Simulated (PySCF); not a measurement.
Species: H6NSi2 (doublet state).
Z-matrix (Å and degrees, GFN2-xTB geometry), rows numbered from 1:
```
Si
N   1  1.7352
Si  2  1.7290  1  129.80
H   1  1.4552  2  108.55  3   -19.98
H   1  1.4611  2  107.69  3  -145.05
H   2  1.0069  1  114.51  3  -179.46
H   3  1.4680  2  110.28  1    74.18
H   3  1.4630  2  108.24  1   -45.56
H   3  1.4622  2  106.12  1  -166.10
```

The hyperfine couplings belong to this conformer and change with its torsions.

As a line formula: `[SiH2]N[SiH3]` [radical].

Theory: UKS B3LYP, pcH-1 on H N Si, non-relativistic, mean-field spin-orbit, GIAO (PySCF 2.14.0). The structure is a single GFN2-xTB conformer in the gas phase; no vibrational or solvent corrections. A GFN2-xTB geometry isn't a minimum of the functional, and hyperfine couplings can be far from their values at a DFT geometry, by a factor of two or more for some ions and for spin on atoms past the first row. No stability test was run, so a lower SCF solution isn't excluded.

**Question.** Match the computed a_iso(29Si) values -525.2, +2.1 MHz with the sites Si1; Si3.

**Answer.** 
```
site  a_iso (MHz)  ρ(0) (bohr⁻³)                 position  distance from Si1 (Å)  spin population  largest |T| (MHz)
 Si1       -525.2        +0.5921  largest spin population                   0.00            +0.82              146.4
 Si3         +2.1        -0.0023         2 bonds from Si1                   3.14             0.00                1.7
```

**Question.** The isotropic 1H couplings, averaged over equivalent nuclei, are +86.0, -9.8, +4.2 MHz. Assign them to H4/H5; H6; H7/H8/H9.

**Answer.** 
```tsv
site	a_iso (MHz)	ρ(0) (bohr⁻³)	position	distance from Si1 (Å)	bound to	spin population there	largest |T| (MHz)
H4/H5	+86.0	+0.0192	1 bond from Si1	1.46	Si1	+0.82	8.3
H6	-9.8	-0.0022	2 bonds from Si1, on N2 of spin population +0.11	2.34	N2	+0.11	11.7
H7/H8/H9	+4.2	+0.0009	3 bonds from Si1	3.81	Si3	0.00	2.6
```

ρ(0) is the spin density at the nucleus and T the dipolar tensor; a_iso includes a spin–orbit part; entries for several nuclei are means. Largest spin populations (Mulliken): Si1 (+0.82) and N2 (+0.11). No atom but Si1 exceeds +0.15. The angles at Si1 add up to 331.2°, so it is pyramidal.

The spin density at the nucleus, in bohr⁻³, is negative for Si3 (-0.0023) and H6 (-0.0022), for instance. A restricted open-shell determinant has no negative spin density anywhere; here it arises because α and β orbitals differ (spin polarisation).

Means are taken over nuclei equivalent by connectivity, which assumes that they swap fast. The three 1H nuclei of mean +4.2 MHz run from -0.8 to 7.6 MHz in the frozen geometry. The 1H value of +86.0 MHz is a mean of couplings from 76.3 to 95.7 MHz in this one geometry, not an average over conformers.
